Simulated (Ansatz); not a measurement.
methane (CH4), SMILES C.

Coordinates come from a PBE0-D3(BJ)/def2-TZVPD optimisation.

Two levels are set side by side: PBE/def2-TZVPD (Ansatz, a first-principles code) and ωB97X-V/def2-TZVPD (Ansatz). Energy differences of separate SCF runs at the same geometry; the states with an electron removed or added have multiplicity 2 and 2. Differences are taken from unrounded values.

```
quantity                           ωB97X-V    PBE  PBE minus ωB97X-V
---------------------------------  -------  -----  -----------------
vertical ionisation energy (eV)      14.19  13.95              -0.24
vertical singlet–triplet gap (eV)    10.50   9.88              -0.62
```
